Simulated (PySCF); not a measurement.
PySCF input (M06-2X/6-311+G**):

```python
from pyscf import gto, dft

mol = gto.M(
    atom='''
    P     0.00032744    0.00049281    0.06308582
    H    -0.03026407    1.34802484   -0.32583010
    H     1.18225281   -0.65296472   -0.31649250
    H    -1.15690038   -0.70245221   -0.30396469
    ''',
    basis='6-311+g**',
    charge=1,
    spin=1,
    verbose=4,
)

mf = dft.UKS(mol, xc='m062x')
mf.grids.level = 4
mf.conv_tol = 1e-9
mf.max_cycle = 100
mf.max_memory = 1500
mf.kernel()
if not mf.converged:
    mf = mf.newton()
    mf.kernel(mf.make_rdm1())
mo, _, stable, _ = mf.stability(return_status=True)
if not stable:
    mf.kernel(mf.make_rdm1(mo, mf.mo_occ))
    stable = mf.stability(return_status=True)[2]
mf.dip_moment()
```

Output:

```
PySCF version 2.14.0

[INPUT] verbose = 4
[INPUT] num. atoms = 4
[INPUT] num. electrons = 17
[INPUT] charge = 1
[INPUT] spin (= nelec alpha-beta = 2S) = 1
[INPUT] symmetry False subgroup None
[INPUT] Mole.unit = angstrom
[INPUT] Symbol           X                Y                Z      unit          X                Y                Z       unit  Magmom
[INPUT]  1 P      0.000327440000   0.000492810000   0.063085820000 AA    0.000618771922   0.000931275931   0.119214922144 Bohr   0.0
[INPUT]  2 H     -0.030264070000   1.348024840000  -0.325830100000 AA   -0.057190803715   2.547397756711  -0.615729652140 Bohr   0.0
[INPUT]  3 H      1.182252810000  -0.652964720000  -0.316492500000 AA    2.234134020897  -1.233924489803  -0.598084145479 Bohr   0.0
[INPUT]  4 H     -1.156900380000  -0.702452210000  -0.303964690000 AA   -2.186224871605  -1.327442292495  -0.574410015638 Bohr   0.0

nuclear repulsion = 17.6530302937986
number of shells = 26
number of NR pGTOs = 73
number of NR cGTOs = 48
basis = 6-311+g**
ecp = {}

******** <class 'pyscf.dft.uks.UKS'> ********
method = UKS
initial guess = minao
damping factor = 0
level_shift factor = 0
DIIS = <class 'pyscf.scf.diis.CDIIS'>
diis_start_cycle = 1
diis_space = 8
diis_damp = 0
SCF conv_tol = 1e-09
SCF conv_tol_grad = None
SCF max_cycles = 100
direct_scf = True
direct_scf_tol = 1e-13
number electrons alpha = 9  beta = 8
XC library pyscf.dft.libxc version 7.1.2
    S. Lehtola, C. Steigemann, M. J. T. Oliveira, and M. A. L. Marques,  SoftwareX 7, 1–5 (2018)
XC functionals = m062x
    Y. Zhao and D. G. Truhlar,  Theor. Chem. Acc. 120, 215 (2008)
    Y. Zhao and D. G. Truhlar,  Theor. Chem. Acc. 120, 215 (2008)
radial grids:
    Treutler-Ahlrichs [JCP 102, 346 (1995); DOI:10.1063/1.469408] (M4) radial grids

becke partition: Becke, JCP 88, 2547 (1988); DOI:10.1063/1.454033
pruning grids: <function nwchem_prune>
grids dens level: 4
symmetrized grids: False
atomic radii adjust function: <function treutler_atomic_radii_adjust>
small_rho_cutoff = 0
Set gradient conv threshold to 3.16228e-05
tot grids = 76200
init E= -342.922490547241
  alpha nocc = 9  HOMO = -0.246818470740834  LUMO = -0.000685085440703336
  beta  nocc = 8  HOMO = -0.464109690953513  LUMO = -0.246818470740777

WARN: HOMO -0.246818470740834 >= LUMO -0.246818470740777

cycle= 1 E= -342.726600503615  delta_E= 0.196  |g|= 0.21  |ddm|= 0.976
  alpha nocc = 9  HOMO = -0.669167951695647  LUMO = -0.221685649409963
  beta  nocc = 8  HOMO = -0.810940735564873  LUMO = -0.441336674531442
  HOMO = -0.669167951696  LUMO = -0.441336674531  gap/eV = 6.19960
cycle= 2 E= -342.75580964606  delta_E= -0.0292  |g|= 0.109  |ddm|= 0.309
  alpha nocc = 9  HOMO = -0.624443890998178  LUMO = -0.195562577136121
  beta  nocc = 8  HOMO = -0.768488412961669  LUMO = -0.391791768520051
  HOMO = -0.624443890998  LUMO = -0.39179176852  gap/eV = 6.33079
cycle= 3 E= -342.760197126869  delta_E= -0.00439  |g|= 0.0145  |ddm|= 0.103
  alpha nocc = 9  HOMO = -0.621877705696187  LUMO = -0.189503657832828
  beta  nocc = 8  HOMO = -0.760480937593981  LUMO = -0.383320508052833
  HOMO = -0.621877705696  LUMO = -0.383320508053  gap/eV = 6.49147
cycle= 4 E= -342.760375749063  delta_E= -0.000179  |g|= 0.00415  |ddm|= 0.0262
  alpha nocc = 9  HOMO = -0.623858227436275  LUMO = -0.189584648349502
  beta  nocc = 8  HOMO = -0.761585664673039  LUMO = -0.383682278694806
  HOMO = -0.623858227436  LUMO = -0.383682278695  gap/eV = 6.53552
cycle= 5 E= -342.760400652268  delta_E= -2.49e-05  |g|= 0.00132  |ddm|= 0.00818
  alpha nocc = 9  HOMO = -0.624008202478331  LUMO = -0.189550882119216
  beta  nocc = 8  HOMO = -0.76165385497425  LUMO = -0.383741188079313
  HOMO = -0.624008202478  LUMO = -0.383741188079  gap/eV = 6.53800
cycle= 6 E= -342.760403913487  delta_E= -3.26e-06  |g|= 0.000335  |ddm|= 0.00328
  alpha nocc = 9  HOMO = -0.624054940905307  LUMO = -0.18959177532083
  beta  nocc = 8  HOMO = -0.761711667904181  LUMO = -0.383803693193727
  HOMO = -0.624054940905  LUMO = -0.383803693194  gap/eV = 6.53757
cycle= 7 E= -342.760404140531  delta_E= -2.27e-07  |g|= 6.83e-05  |ddm|= 0.000822
  alpha nocc = 9  HOMO = -0.624056441505845  LUMO = -0.189590993166517
  beta  nocc = 8  HOMO = -0.761711755827721  LUMO = -0.383812565625107
  HOMO = -0.624056441506  LUMO = -0.383812565625  gap/eV = 6.53737
cycle= 8 E= -342.760404147648  delta_E= -7.12e-09  |g|= 2.01e-05  |ddm|= 0.000136
  alpha nocc = 9  HOMO = -0.624049902025451  LUMO = -0.189591135033926
  beta  nocc = 8  HOMO = -0.761713011902966  LUMO = -0.383804671653849
  HOMO = -0.624049902025  LUMO = -0.383804671654  gap/eV = 6.53741
cycle= 9 E= -342.760404148255  delta_E= -6.07e-10  |g|= 5.41e-06  |ddm|= 4.93e-05
  alpha nocc = 9  HOMO = -0.62405125191319  LUMO = -0.189590979405163
  beta  nocc = 8  HOMO = -0.761713587961597  LUMO = -0.383805716270899
  HOMO = -0.624051251913  LUMO = -0.383805716271  gap/eV = 6.53741
Extra cycle  E= -342.760404148303  delta_E= -4.87e-11  |g|= 2.41e-06  |ddm|= 1.05e-05
converged SCF energy = -342.760404148303  <S^2> = 0.75344966  2S+1 = 2.0034467
uhf_internal: lowest eigs of H = [0.41300647 0.41301315 0.58291034]
<class 'pyscf.dft.uks.UKS'> wavefunction is stable in the internal stability analysis

WARN: System has nonzero charge 1; the dipole moment is origin-dependent.
Location of origin: [0. 0. 0.]

Dipole moment(X, Y, Z, Debye): -0.00173, -0.00276, -0.34335
```

The dipole moment of an ion depends on the origin.
